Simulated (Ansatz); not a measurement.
Ideal-gas functions of C2H6S (`CCS`) at 800 K and 1 bar, from an Ansatz frequency run at PBE0-D4/def2-TZVP.

Molar mass 62.14 g/mol, point group C1 (symmetry number 1), electronic degeneracy 1, moments of inertia 17.322, 95.099, 103.638 u Å². Harmonic wavenumbers (cm⁻¹, unscaled): 210, 258, 330, 678, 738, 875, 997, 1074, 1124, 1279, 1304, 1404, 1469, 1481, 1489, 2704, 3046, 3072, 3110, 3120, 3141.

Use S(trans) = R[1.5 ln M + 2.5 ln T − 1.1517]; rotational temperatures θ = 24.2544 K / I; S(rot) = R[ln(√π/σ · √(T³/θAθBθC)) + 1.5]; for each mode x = 1.438777 ν̃/T, S = R[x/(eˣ − 1) − ln(1 − e⁻ˣ)] and H = RT x/(eˣ − 1); 1 cm⁻¹ = 0.0119627 kJ/mol; R = 8.31446 J/(mol·K).

Problem. By hand: the entropy, in J/(mol·K).

Solution. Translation 180.9. Rotation: θ = 1.4002, 0.255, 0.234 K, giving 110.9. Vibration, mode by mode: 16.46, 14.77, 12.77, 7.16, 6.55, 5.35, 4.49, 4.02, 3.75, 3.01, 2.90, 2.52, 2.30, 2.26, 2.23, 0.38, 0.23, 0.22, 0.20, 0.20, 0.20, in all 92.0. Electronic 0.0. Sum 383.8 J/(mol·K).

Problem. By hand: H − E and G − E in kJ/mol, counted from the electronic energy.

Solution. Zero-point energy ½ × 32903 × 0.0119627 = 196.8; thermal vibration 41.3; translation, rotation and pV give 4 RT = 26.6. H − E = 264.7 kJ/mol, and G − E = 264.7 − 800 × 383.8/1000 = -42.3 kJ/mol.

Vibration gives 24 % of the entropy. The sum counts one conformer and one mirror image; others add a mixing term.
